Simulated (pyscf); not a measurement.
Four-centre exchange: `[FH]` + `[F][GeH2][F]` → `[F][GeH2][F]` + `[FH]`

Gas phase, singlet surface, charge 0. Bonds broken: F1–H7, Ge2–F6. Bonds formed: F1–Ge2, F6–H7. Optimised with ωB97X-D3(BJ)/def2-SVP in PySCF.

Transition state (Å):

```xyz
7

F     -0.1108     1.1207     0.6233
Ge    -1.2076    -0.3678     0.0058
F     -1.4352    -1.6849    -1.1209
H     -2.3510     0.5607    -0.3692
H     -0.9940    -1.1216     1.3084
F      0.5038    -0.0463    -1.1050
H      0.5826     0.7070    -0.3928
```

One imaginary mode, 304i cm⁻¹; descent along it reached the two sides named, in the forms told below.

```csv
bond,change,reactant side (Å),saddle,product side
F1–H7,breaks,0.937,1.298,1.760
Ge2–F6,breaks,1.763,2.066,3.0
F1–Ge2,forms,2.7,1.949,1.758
F6–H7,forms,1.765,1.040,0.933
```

Electronic energies relative to the separated reactants (eV):

```
level                   barrier  reaction energy  reverse barrier
----------------------  -------  ---------------  ---------------
ωB97X-D3(BJ)/def2-TZVP     0.63             0.00             0.63
PBE/def2-TZVP              0.45             0.00             0.45
r²SCAN/def2-TZVP           0.49             0.00             0.49
B3LYP-D3(BJ)/def2-TZVP     0.61             0.00             0.61
PBE0-D3(BJ)/def2-TZVP      0.58             0.00             0.58
M06-2X/def2-TZVP           0.62             0.00             0.62
ωB97M-D3(BJ)/def2-TZVP     0.62             0.00             0.62
HF/def2-TZVP               1.25             0.00             1.25
```

With ωB97M-D3(BJ)/def2-TZVP energies and thermal terms (ideal gas, 1 atm, RRHO with modes under 100 cm⁻¹ raised to 100, one conformer, R ln 2 for chiral ones without a mode under 150 cm⁻¹), in eV:

| T (K) | ΔH‡ | ΔG‡ | ΔH | ΔG |
|---|---|---|---|---|
| 298 | 0.61 | 1.04 | 0.00 | 0.00 |
| 600 | 0.59 | 1.48 | 0.00 | 0.00 |
| 900 | 0.59 | 1.93 | 0.00 | 0.00 |
| 1200 | 0.60 | 2.37 | 0.00 | 0.00 |

On the reactant side the descent ends in a complex, 0.28 eV under the separated species and 0.92 eV under the saddle at ωB97X-D3(BJ)/def2-TZVP. On the product side the descent ends in a complex, 0.23 eV under the separated species and 0.86 eV under the saddle at ωB97X-D3(BJ)/def2-TZVP. One saddle was located; it need not be the lowest between these sides. Elements up to Kr have no core potential and no relativistic terms here.
